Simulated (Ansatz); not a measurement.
Fluorite SrCl2 was calculated with r²SCAN+rVV10 (plane waves, PAW; Ansatz, an electronic-structure program).

Run with plane-wave cutoff 560 eV, 8×8×8 k mesh, Fermi–Dirac smearing 0.01 eV, scalar-relativistic PAW data made under PBE.

The volume scan:

```json
[
 {"V (Å³/atom)": "26.307", "E − E_lowest (meV/atom)": "13.99", "P (GPa)": "2.826"},
 {"V (Å³/atom)": "26.867", "E − E_lowest (meV/atom)": "5.98", "P (GPa)": "1.778"},
 {"V (Å³/atom)": "27.426", "E − E_lowest (meV/atom)": "1.44", "P (GPa)": "0.840"},
 {"V (Å³/atom)": "27.986", "E − E_lowest (meV/atom)": "0.00", "P (GPa)": "0.000"},
 {"V (Å³/atom)": "28.546", "E − E_lowest (meV/atom)": "1.34", "P (GPa)": "-0.752"},
 {"V (Å³/atom)": "29.105", "E − E_lowest (meV/atom)": "5.16", "P (GPa)": "-1.425"},
 {"V (Å³/atom)": "29.665", "E − E_lowest (meV/atom)": "11.22", "P (GPa)": "-2.028"}
]
```

### Question
Estimate the bulk modulus from the pressures at 27.426 and 28.546 Å³/atom, and compare it with a fit to all energies.

### Answer
B = −V dP/dV. Between V = 27.426 and 28.546 Å³/atom, dP/dV = (-0.752 − (0.840))/(28.546 − 27.426) = -1.42 GPa per Å³/atom; at the midpoint 27.986 Å³/atom this gives B ≈ 39.8 GPa. The third-order Birch–Murnaghan fit gives V0 = 27.986 Å³/atom, B0 = 39.7 GPa, B′ = 4.5, which lies within 1 % of that estimate.

Measured, for comparison: bulk modulus 34.3 GPa (temperature not stated, not corrected to a static lattice, from elastic constants; as tabulated in Kanchana et al., Calculated structural, elastic and electronic properties of …); equilibrium volume per atom 28.27 Å³/atom (room temperature, not corrected to a static lattice; as tabulated in Kanchana et al., Calculated structural, elastic and electronic properties of …). Computed (rounded) less measured: bulk modulus +16 % (against room or unstated temperature, where such soft solids are markedly softer), equilibrium volume per atom -1.0 %. A static lattice is as a rule a little smaller and stiffer than an uncorrected measurement, which narrows the difference in the equilibrium volume per atom and would widen misses of the other sign.

The result took about 110 core-seconds (a rough figure).
